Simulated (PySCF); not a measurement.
# CH5NS: the cost of one run

Programs: PySCF 2.14.0. All values are calculated, for the isolated system unless a continuum is named. Atoms count from 0, parts from 1.

## Step 1: Starting point

8 atoms, charge 0, multiplicity 1; geometry: GFN2-xTB. Parts: 1 = atoms 0–3, `N`, charge 0; 2 = atoms 4–7, `C=S`, charge 0.

## Step 2: Optimising the geometry at PBE0-D3(BJ)/def2-SVPD

What the job is given:

```
{"job": {"xc": "PBE0", "basis": "def2-SVPD", "d3": "d3bj", "grid": 2, "kind": "geom", "shake": 0.01}, "charge": 0, "multiplicity": 1, "parts": [{"atoms": "0-3", "charge": 0, "multiplicity": 1}, {"atoms": "4-7", "charge": 0, "multiplicity": 1}]}
N      0.032643    -0.214625     0.044629
H     -0.515376    -0.171822    -0.830040
H     -0.283761     0.615811     0.578111
H      1.026320    -0.080742    -0.194885
C     -0.069333    -3.087347     1.392903
S      1.027729    -4.173972     0.984832
H     -0.075000    -2.092580     0.956063
H     -0.801878    -3.302537     2.144987
```

Started as:

```sh
OMP_NUM_THREADS=1 python cluster_run.py task.json out
```

One launch serves the whole session: the jobs run in the order shown.

Q: Estimate the wall time and peak memory of this first job on 1 thread of Intel Xeon 6975P-C, shared host.

About 13 s, with a peak of 0.47 GiB.
